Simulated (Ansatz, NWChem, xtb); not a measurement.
Ligand exchange: ClF + ICl → IF + Cl2

Gas-phase species: ClF (chlorine monofluoride), singlet; ICl (iodine monochloride), singlet; IF (iodine monofluoride), singlet; Cl2 (chlorine), singlet. The partners trade Cl for I: F–Cl and Cl–I bonds give way to F–I and Cl–Cl.

Shapes, held fixed at every level: PBE0-D4/def2-TZVP; IF at the measured bond length. Programs: Ansatz 0.2.0, NWChem 7.3.0, xtb 6.7.1. Electronic energies: no zero-point or thermal term.

```csv
level,kind,ΔE (kJ/mol)
GFN1-xTB,semi-empirical,-10.0
HF/3-21G,Hartree–Fock,+4.2
HF/def2-SVP,Hartree–Fock,-32.9
SVWN5/STO-3G,LDA,+41.5
PBE/STO-3G,GGA,+40.3
PBE0/STO-3G,global hybrid,+45.4
B2PLYP/STO-3G,double hybrid,+44.8
CCSD(T)/STO-3G,coupled cluster or CI,+48.6
PBE0/def2-SVP,global hybrid,-28.3
```

PBE0/def2-SVP gives ΔE = -28.3 kJ/mol; the levels span -32.9 to +48.6. They disagree on the sign: 6 of 9 are positive. The median of the levels is +40.3. No measured value is set beside it here. For atoms past krypton def2 sets carry core potentials with scalar relativity. All-electron rows are non-relativistic unless named. Outer-core shells of I are correlated, in sets that cover them unevenly. Rows in sets without polarisation functions are far from converged.
